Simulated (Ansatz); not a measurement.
Vertical spin gaps of 7 species: errors by method

Ansatz 0.2.0, basis cc-pVDZ; geometries are PBE0/def2-TZVP minima. Wave-function levels freeze the cores with the filled d shells of p-block atoms; HF, MP2 and coupled cluster are restricted for singlets and unrestricted otherwise, restricted open-shell where a d shell is frozen, Kohn–Sham unrestricted where that lies lower. The reference is CCSDT(Q) or CCSDTQ (coupled cluster only where its series has nearly closed). Semilocal and hybrid functionals correlate all electrons outside any core potential and usually lie nearer their basis limit than the reference, so part of their error here is the reference's basis and frozen-core error; RPA and the MP2 part of double hybrids freeze the same cores as the reference. An error is the level's value less the reference. None of these values is a measured one. Energies are electronic, without zero-point terms. No spin–orbit coupling and no scalar relativity. The set is small: such energies can lie up to about 0.3 eV from the limit, spin gaps mostly less, so near ties and functionals' places can change in larger sets. The species are chosen: bound, without strong static correlation by their natural occupations or amplitudes, in their lowest spin state as far as vertical gaps and like structures tell, without the heavier p-block dimers whose ³Σ⁻ and ³Π states nearly coincide, and with a ladder that closes on the reference, so errors are smaller than for species at large; levels whose determinant breaks symmetry or spin markedly are left out.

```tsv
species	quantity	reference	value (eV)	error CCSD	error CCSD(T)	error CCSDT	error PBE	error PBE0	error wB97M-V	error RPA-PBE
AlBO, singlet (B–Al 2.246, B–O 1.207, angle at B 180°)	triplet less singlet, vertical	CCSDT(Q)	1.837	0.015	0.008	0.002	-0.180	-0.185	0.285	0.056
BeSe, singlet (Be–Se 1.868)	triplet less singlet, vertical	CCSDT(Q)	0.843	-0.167	-0.024	-0.016	0.114	-0.085	0.070	-0.145
HSeGe, doublet (Ge–Se 2.336, Se–H 1.476, angle at Se 98°)	quartet less doublet, vertical	CCSDTQ	2.584	-0.040	-0.007	-0.002	0.276	0.152	0.260	0.089
AlGeH4 (H-bridged), doublet (Al–Ge 2.663, Ge–H 1.726, Al–H 1.582/1.762, angles at Al 40/79/111/118/125°, angles at Ge 41/81°, angles at H 100°, angles at H 100°)	quartet less doublet, vertical	CCSDT(Q)	4.125	0.027	0.017	0.002	-0.098	0.001	0.325	0.102
B–AlH2, triplet (B–Al 2.079, Al–H 1.585, angles at Al 117/126°)	quintet less triplet, vertical	CCSDTQ	3.764	-0.040	-0.007	-0.002	-0.101	-0.041	0.387	0.100
MgCl⁺, singlet (Mg–Cl 2.108)	triplet less singlet, vertical	CCSDT(Q)	3.407	-0.047	-0.004	-0.005	0.155	0.080	0.265	-0.474
AlGeH3 (H-bridged), singlet (Al–Ge 2.489, Ge–H 1.569/1.666, Al–H 1.966, angles at Al 42/66°, angles at Ge 52/80/98/137°, angles at H 86°, angles at H 86°)	triplet less singlet, vertical	CCSDT(Q)	2.993	-0.027	0.001	-0.003	-0.110	-0.154	0.331	0.013
```

```
  level  mean absolute error (eV)  mean signed error   largest error
  CCSDT                     0.005             -0.004   -0.016 (BeSe)
CCSD(T)                     0.010             -0.002   -0.024 (BeSe)
   CCSD                     0.052             -0.040   -0.167 (BeSe)
   PBE0                     0.100             -0.033   -0.185 (AlBO)
RPA-PBE                     0.140             -0.037  -0.474 (MgCl⁺)
    PBE                     0.148              0.008   0.276 (HSeGe)
wB97M-V                     0.275              0.275  0.387 (B–AlH2)
```

Errors of one sign throughout: wB97M-V (too high).
